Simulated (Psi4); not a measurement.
Reaction (SMILES): S (H2S) + H+ → [SH3+]
B3LYP-D3(BJ)/def2-TZVP geometries, fixed; electronic energies without zero-point terms; positive where energy is released.

Basis-set convergence of the proton affinity at MP2 with Psi4. Cartesian d functions, on some or all atoms, in 6-31+G*, 6-31G**; all else is spherical. Density fitting with the program's default auxiliary sets. Cores are frozen. Psi4's default fitting sets serve the pcseg sets less well. No added dispersion term, no relativity. Functions are those of the species that has most. Reference: Hartree-Fock in aug-cc-pV(Q+d)Z plus the correlation part extrapolated as X^-3 from aug-cc-pV(T+d)Z and aug-cc-pV(Q+d)Z, 172.83 kcal/mol, itself unsure by roughly 0.18 kcal/mol (a third of the extrapolation step and of the last Hartree-Fock step). Deviations are taken from unrounded values.

```json
[
 {"basis": "def2-SV(P)", "functions": "24", "proton affinity (kcal/mol)": "171.44", "minus reference (kcal/mol)": "-1.39"},
 {"basis": "6-31+G*", "functions": "29", "proton affinity (kcal/mol)": "171.88", "minus reference (kcal/mol)": "-0.95"},
 {"basis": "def2-SVP", "functions": "33", "proton affinity (kcal/mol)": "178.38", "minus reference (kcal/mol)": "5.55"},
 {"basis": "pcseg-1", "functions": "33", "proton affinity (kcal/mol)": "175.30", "minus reference (kcal/mol)": "2.47"},
 {"basis": "6-31G**", "functions": "34", "proton affinity (kcal/mol)": "176.34", "minus reference (kcal/mol)": "3.51"},
 {"basis": "6-311+G**", "functions": "48", "proton affinity (kcal/mol)": "177.72", "minus reference (kcal/mol)": "4.88"},
 {"basis": "aug-pcseg-1", "functions": "54", "proton affinity (kcal/mol)": "174.58", "minus reference (kcal/mol)": "1.74"},
 {"basis": "def2-TZVP", "functions": "55", "proton affinity (kcal/mol)": "173.48", "minus reference (kcal/mol)": "0.65"},
 {"basis": "def2-TZVPD", "functions": "73", "proton affinity (kcal/mol)": "172.87", "minus reference (kcal/mol)": "0.04"},
 {"basis": "pcseg-2", "functions": "76", "proton affinity (kcal/mol)": "176.52", "minus reference (kcal/mol)": "3.69"},
 {"basis": "cc-pV(T+d)Z", "functions": "81", "proton affinity (kcal/mol)": "174.53", "minus reference (kcal/mol)": "1.70"},
 {"basis": "jun-cc-pV(T+d)Z", "functions": "90", "proton affinity (kcal/mol)": "173.91", "minus reference (kcal/mol)": "1.07"},
 {"basis": "6-311++G(3df,3pd)", "functions": "101", "proton affinity (kcal/mol)": "174.41", "minus reference (kcal/mol)": "1.57"},
 {"basis": "def2-TZVPPD", "functions": "102", "proton affinity (kcal/mol)": "174.05", "minus reference (kcal/mol)": "1.22"},
 {"basis": "aug-cc-pV(T+d)Z", "functions": "124", "proton affinity (kcal/mol)": "173.50", "minus reference (kcal/mol)": "0.67"},
 {"basis": "pcseg-3", "functions": "163", "proton affinity (kcal/mol)": "174.04", "minus reference (kcal/mol)": "1.20"},
 {"basis": "aug-cc-pV(Q+d)Z", "functions": "227", "proton affinity (kcal/mol)": "173.19", "minus reference (kcal/mol)": "0.35"},
 {"basis": "pcseg-4", "functions": "288", "proton affinity (kcal/mol)": "173.39", "minus reference (kcal/mol)": "0.56"}
]
```
